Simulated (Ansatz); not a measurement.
Basis-set series for CH$_{3}$FO$_{3}$, SMILES `OC(O)(O)F`. The species carries charge 0 and has multiplicity 1. All single points use the PBE0-D4/def2-TZVP geometry. It is one conformer, not always the lowest.

| functional | basis | functions | energy (Eh) | HOMO (eV) | LUMO (eV) |
| --- | --- | --- | --- | --- | --- |
| PBE0-D4 | def2-TZVPP | 197 | -365.23871 | -9.01 | 0.65 |
| PBE0-D4 | def2-QZVPP | 375 | -365.25817 | -9.08 | 0.20 |
| ωB97M-V | def2-TZVPP | 197 | -365.51232 | -11.52 | 2.04 |
| ωB97M-V | def2-QZVPP | 375 | -365.53094 | -11.59 | 1.37 |

Question: Give the rows for def2-SVP. (An estimate is asked.)

Answer: Ansatz gave: 
| functional | basis | functions | energy (Eh) | HOMO (eV) | LUMO (eV) |
| --- | --- | --- | --- | --- | --- |
| PBE0-D4 | def2-SVP | 85 | -364.79848 | -8.76 | 1.41 |
| ωB97M-V | def2-SVP | 85 | -365.06224 | -11.25 | 3.01 |

Positive LUMOs are unbound and depend on the basis.
